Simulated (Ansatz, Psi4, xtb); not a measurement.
**Ligand exchange: CH4 + NH3 → CH5N + H2**

Gas-phase species: CH4 (methane) `C`, singlet; NH3 `N`, singlet; CH5N (methylamine) `CN`, singlet; H2 (hydrogen), singlet. The partners trade H for NH2: C–H and H–NH2 bonds give way to C–NH2 and H–H.

Shapes, held fixed at every level: PBE0-D4/def2-TZVP. Programs: Ansatz 0.2.0, Psi4 1.11, xtb 6.7.1. The zero-point and thermal change to 298 K, harmonic and unscaled (PBE0-D4/def2-TZVP), is -12.9 kJ/mol.

```json
{"level": "GFN0-xTB", "kind": "semi-empirical", "ΔH(298 K) (kJ/mol)": "-132.5", "less CCSD(T)/CBS estimate": "-231.5"}
{"level": "PBE0-D4/def2-TZVP (density fitting)", "kind": "global hybrid", "ΔH(298 K) (kJ/mol)": "+94.6", "less CCSD(T)/CBS estimate": "-4.4"}
{"level": "BHLYP-D4/def2-TZVPP", "kind": "global hybrid", "ΔH(298 K) (kJ/mol)": "+100.9", "less CCSD(T)/CBS estimate": "+1.9"}
{"level": "wB97M-V/def2-TZVPP", "kind": "range-separated hybrid", "ΔH(298 K) (kJ/mol)": "+98.1", "less CCSD(T)/CBS estimate": "-0.9"}
{"level": "MP2/def2-QZVPP (density fitting, density fitting for correlation)", "kind": "perturbation theory", "ΔH(298 K) (kJ/mol)": "+99.1", "less CCSD(T)/CBS estimate": "+0.1"}
{"level": "CCSD(T)/def2-TZVPP (density fitting, density fitting for correlation)", "kind": "coupled cluster or CI", "ΔH(298 K) (kJ/mol)": "+98.8", "less CCSD(T)/CBS estimate": "-0.2"}
{"level": "CCSD(T)/def2-TZVPP", "kind": "coupled cluster or CI", "ΔH(298 K) (kJ/mol)": "+98.7", "less CCSD(T)/CBS estimate": "-0.3"}
{"level": "CCSD(T)/CBS estimate", "kind": "coupled cluster or CI", "ΔH(298 K) (kJ/mol)": "+99.0", "less CCSD(T)/CBS estimate": "0.0"}
```

The highest level, CCSD(T)/CBS estimate, gives ΔH(298 K) = +99.0 kJ/mol; the levels span -132.5 to +100.9. They disagree on the sign: 7 of 8 are positive. GFN0-xTB strays far from the other rows. The column of differences is taken from that level and isn't an error. No measured value is set beside it here. The CBS estimate extrapolates MP2 from def2-TZVPP and def2-QZVPP and adds CCSD(T) − MP2 in the triple-zeta set, cores frozen; for H2 it overshoots the exact energy by about 1 mEh.
